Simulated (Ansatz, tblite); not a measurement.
# BCl2Br (BBrCl2): a ladder of methods and basis sets, part 2 of 2

Aim: run the singlet of BCl2Br (BBrCl2) at one geometry on many levels, and compare frontier levels, spin and run time.

Ansatz 0.2.0, Gaussian basis; as each input shows. Earlier steps stand in the parts before.

### 18 CCSD(T)/def2-TZVPP

File in.yaml:

```yaml
crystal:
  periodic: [false, false, false]
  atoms:
    - {symbol: B, position_ang: [0.021012, 0.035138, 0.000441]}
    - {symbol: Cl, position_ang: [1.769595, 0.008838, 0.023542]}
    - {symbol: Cl, position_ang: [-0.829457, 1.563347, -0.005840]}
    - {symbol: Br, position_ang: [-0.961160, -1.607333, -0.018134]}
basis:
  gaussian: {orbitals: def2-TZVPP, initial_orbitals: start.molden}
correlation: {method: ccsd_t}
scf: {omitted_lower_state_checks: [starts]}
output: {orbitals: {seedname: orbitals}}
```

Run with:

```bash
> ansatz run in.yaml --threads 2 --pin off --events-out ev --progress --plain --max-ram 4352MiB
```

The log of the run, shortened:

```text
Functional definition: HF
  name "HF"
  cite "Fock, Z. Phys. 61, 126 (1930) doi:10.1007/BF01340294"
  parent pbe
[...]
1033 factors; integrals over basis functions are off by at most 5.6e-4 eV
[...]
mean field -95682.02247732 eV, -3516.2494704372 hartree, gradient 5.4e-6 eV, S^2 0.000000; 0 other end points of the search recorded, 0 dependent functions left out
20 core orbitals not correlated: weight in the atoms' cores, before any rotation towards them, 1.000 or more for the frozen orbitals, at most 0.000 for the correlated occupied ones
reference -95682.02247732 eV, -3516.2494704372 hartree; 17, 17 occupied and 126, 126 virtual orbitals, 1033 factors
second order -20.35711816 eV of doubles, -0.00000000 eV of singles
cycle   1  -20.73812320 eV  change   -3.8e-1 eV  update   9.4e-2
[...]
cycle   9  -21.25908536 eV  change   -1.0e-5 eV  update   1.6e-5
perturbative correction -0.92081085 eV, -0.0338391746 hartree
Total energy: -95704.20237353 eV, -3517.0645665888 hartree
Checks for a lower state left out: starts
```

Wall time 57 s (2 threads of Arm Neoverse V1, shared host); peak memory 1.2 GiB.

Hartree-Fock HOMO -11.73 eV, LUMO 1.88 eV; T1 0.010.

### 19 MP2/def2-TZVP

Changes to in.yaml since step 18:

```diff
@@ -8,4 +8,4 @@
 basis:
-  gaussian: {orbitals: def2-TZVPP, initial_orbitals: start.molden}
-correlation: {method: ccsd_t}
+  gaussian: {orbitals: def2-TZVP, initial_orbitals: start.molden}
+correlation: {method: mp2}
 scf: {omitted_lower_state_checks: [starts]}
```

The command is unchanged.

The log of the run:

```text
Functional definition: HF
  name "HF"
  cite "Fock, Z. Phys. 61, 126 (1930) doi:10.1007/BF01340294"
  parent pbe
  exchange = exact_x
  correlation = 0
these checks for a lower state are left out or cut short: starts
961 factors; integrals over basis functions are off by at most 6.0e-4 eV
mean field evaluation 1: about -95681.0417 eV, gradient 4.0e1 eV
mean field evaluation 2: about -95681.7525 eV, gradient 1.1e0 eV
mean field evaluation 4: about -95682.0217 eV, gradient 1.2e-2 eV
mean field evaluation 8: about -95682.0217 eV, gradient 2.9e-6 eV
mean field -95682.02173254 eV, -3516.2494430671 hartree, gradient 6.7e-6 eV, S^2 0.000000; 0 other end points of the search recorded, 0 dependent functions left out
20 core orbitals not correlated: weight in the atoms' cores, before any rotation towards them, 1.000 or more for the frozen orbitals, at most 0.000 for the correlated occupied ones
reference -95682.02173254 eV, -3516.2494430671 hartree; 17, 17 occupied and 116, 116 virtual orbitals, 961 factors
second order -20.17170105 eV of doubles, -0.00000000 eV of singles
Total energy: -95702.19343359 eV, -3516.9907394079 hartree
Checks for a lower state left out: starts
```

It took 2.4 s on 2 threads of Arm Neoverse V1, shared host.

Report: Hartree-Fock HOMO -11.73 eV, LUMO 1.88 eV.

### 20 RPA/def2-TZVP

Changes to in.yaml since step 19:

```diff
@@ -9,4 +9,4 @@
   gaussian: {orbitals: def2-TZVP, initial_orbitals: start.molden}
-correlation: {method: mp2}
+hamiltonian: {xc: pbe}
+correlation: {method: rpa}
 scf: {omitted_lower_state_checks: [starts]}
-output: {orbitals: {seedname: orbitals}}
```

Launched as before.

The log of the run, shortened:

```text
Functional definition: PBE
  name "PBE"
  cite "Perdew, Burke & Ernzerhof, Phys. Rev. Lett. 77, 3865 (1996) doi:10.1103/PhysRevLett.77.3865"
  parent pbe
[...]
961 factors; integrals over basis functions are off by at most 6.0e-4 eV
[...]
mean field -95750.29536673 eV, -3518.7584528459 hartree, gradient 1.4e-6 eV, S^2 0.000000; 0 other end points of the search recorded, 0 dependent functions left out
20 core orbitals not correlated: weight in the atoms' cores, before any rotation towards them, 1.000 or more for the frozen orbitals, at most 0.000 for the correlated occupied ones
reference -95680.66252821 eV, -3516.1994932292 hartree; 17, 17 occupied and 116, 116 virtual orbitals, 961 factors
Total energy: -95712.37124731 eV, -3517.3647671634 hartree
Checks for a lower state left out: starts
```

It took 4.2 s on 2 threads of Arm Neoverse V1, shared host.

### 21 Levels side by side

```csv
level,functions,HOMO (eV),LUMO (eV),gap (eV),time
HF/STO-3G,41,-9.79,4.58,14.37,0.2 s
HF/6-31G,64,-12.02,1.46,13.48,0.55 s
HF/def2-TZVP,153,-11.73,1.88,13.61,2.1 s
PBE-D4/def2-SVP,82,-7.13,-2.46,4.67,1 s
PBE-D4/def2-TZVP,153,-7.34,-2.78,4.56,1.9 s
r2SCAN-D4/def2-TZVP,153,-7.69,-2.53,5.16,4.8 s
B97M-V/def2-TZVP,153,-7.77,-2.37,5.39,8.5 s
B3LYP-D4/6-31G,64,-8.51,-2.18,6.33,1.1 s
B3LYP-D4/def2-TZVP,153,-8.40,-2.05,6.35,3.3 s
PBE0-D4/def2-SVP,82,-8.56,-1.64,6.91,1.5 s
PBE0-D4/def2-TZVP,153,-8.69,-1.89,6.79,4 s
HSE06-D4/def2-TZVP,153,-8.29,-2.28,6.01,3 s
BHLYP-D4/def2-TZVP,153,-9.85,-0.79,9.06,3.3 s
ωB97X-V/def2-TZVP,153,-11.07,0.33,11.40,8.5 s
```

The pieces so far (eV):

```csv
basis,HF,MP2 correlation,CCSD correlation,(T),total
def2-TZVPP,-95682.0225,-20.3571,-21.2591,-0.9208,-95704.2024
def2-TZVP,-95682.0217,-20.1717,,,-95702.1934 (MP2)
```

### 22 Binding energy

Free atoms were run apart at each level; binding is atoms less cluster, divided by the number of atoms, without zero-point or spin-orbit terms.

Differences are taken before rounding.

```csv
method,binding an atom (eV),from CCSD(T)/def2-TZVPP (eV),time
HF/STO-3G,3.055,-0.181,0.2 s
HF/6-31G,2.053,-1.183,0.55 s
HF/def2-TZVP,2.485,-0.751,2.1 s
HF/def2-TZVPP,2.485,-0.751,
PBE-D4/def2-SVP,3.590,+0.354,1 s
PBE-D4/def2-TZVP,3.512,+0.276,1.9 s
r2SCAN-D4/def2-TZVP,3.447,+0.211,4.8 s
B97M-V/def2-TZVP,3.430,+0.194,8.5 s
B3LYP-D4/6-31G,2.968,-0.268,1.1 s
B3LYP-D4/def2-TZVP,3.297,+0.061,3.3 s
PBE0-D4/def2-SVP,3.497,+0.261,1.5 s
PBE0-D4/def2-TZVP,3.431,+0.195,4 s
HSE06-D4/def2-TZVP,3.435,+0.198,3 s
BHLYP-D4/def2-TZVP,3.191,-0.046,3.3 s
ωB97X-V/def2-TZVP,3.354,+0.118,8.5 s
PBE-QIDH/def2-TZVP,3.411,+0.175,6.5 s
RPA/def2-TZVP,2.926,-0.310,4.2 s
MP2/def2-TZVP,3.451,+0.215,2.4 s
CCSD/def2-TZVPP,3.140,-0.097,
CCSD(T)/def2-TZVPP,3.236,0,57 s
```

Among the levels timed on like hardware and quicker than the yardstick, those that no quicker one beats, quickest first: HF/STO-3G (0.2 s, -0.181 eV); BHLYP-D4/def2-TZVP (3.3 s, -0.046 eV).

### 23 Results

What follows sums up all 2 parts.

| quantity | value |
| --- | --- |
| gap in def2-TZVP, named functionals and Hartree-Fock, smallest and largest | 4.56 eV (PBE-D4), 13.61 eV (HF) |
| correlation energy, CCSD(T)/def2-TZVPP | -22.18 eV |
| correlation energy, MP2/def2-TZVP | -20.17 eV |
| binding an atom, CCSD(T)/def2-TZVPP | 3.236 eV |
| PBE0 total energy, smallest basis above largest | 17.68 eV (def2-SVP, def2-TZVP) |

Over the named functionals and Hartree-Fock in def2-TZVP the gap runs from 4.56 eV (PBE-D4) to 13.61 eV (HF); exact exchange widens it. A small miss in a minimal or small basis is a cancelling of errors, not accuracy. The functionals in def2-TZVP miss CCSD(T)/def2-TZVPP by -0.046 (BHLYP-D4) to +0.276 eV (PBE-D4) an atom. The reference is CCSD(T) in one finite basis, so it carries an error of its own, often a tenth of an eV or more, and near misses can't be ranked.

For cost: BHLYP-D4/def2-TZVP gets within 0.046 eV in 3.3 s, where CCSD(T)/def2-TZVPP took 57 s; the quickest level in the cost chart, HF/STO-3G, takes 0.2 s and misses by 0.181 eV. The slowest run with a step of its own, CCSD(T)/def2-TZVPP, took 57 s; the quickest functional in def2-TZVP took 1.9 s (shared host).
